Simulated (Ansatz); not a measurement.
BaZnSbF (P4/nmm)

These are results of DFT PBE, scalar-relativistic, plane waves, PAW in Ansatz 0.2.0, not measurements.

Settings: cutoff 420 eV, Γ-centred mesh 8×8×4 on the computed 8-atom cell, Gaussian smearing of 0.10 eV; no spin polarisation.

The structure is relaxed at this level of theory with its symmetry kept.

```cif
data_structure
_symmetry_space_group_name_H-M 'P4/nmm:1'
_symmetry_Int_Tables_number 129
_cell_length_a 4.4750
_cell_length_b 4.4750
_cell_length_c 9.8762
_cell_angle_alpha 90.000
_cell_angle_beta 90.000
_cell_angle_gamma 90.000
_cell_volume 197.78
loop_
_atom_site_label
_atom_site_type_symbol
_atom_site_symmetry_multiplicity
_atom_site_Wyckoff_symbol
_atom_site_fract_x
_atom_site_fract_y
_atom_site_fract_z
_atom_site_occupancy
Ba1 Ba 2 c 0.00000 0.50000 0.35050 1
Zn1 Zn 2 a 0.50000 0.50000 0.00000 1
Sb1 Sb 2 c 0.50000 0.00000 0.16626 1
F1 F 2 b 0.50000 0.50000 0.50000 1
```

```json
{
 "Space group": "P4/nmm (No. 129)",
 "Volume per atom": "24.72 Å³",
 "Formation energy from the elements' standard states (uncorrected)": "-1.809 eV/atom",
 "Kohn–Sham band gap": "none (metal)",
 "Density of states at the Fermi level": "0.86 states/eV per cell",
 "Löwdin character within 0.5 eV of the Fermi level": "Sb 5p 72 %, Zn 4s 15 %, unprojected 8 %",
 "Bader charges (e)": "Ba (2 in the cell) 1.51, Zn (2 in the cell) 0.28, Sb (2 in the cell) -0.94, F (2 in the cell) -0.85"
}
```

Spin-orbit coupling is left out, which matters for the bands of heavy elements.

The bands only touch here, so at this level the crystal is a zero-gap semiconductor or semimetal, not an ordinary metal; spin–orbit coupling, left out, can open or move such a gap.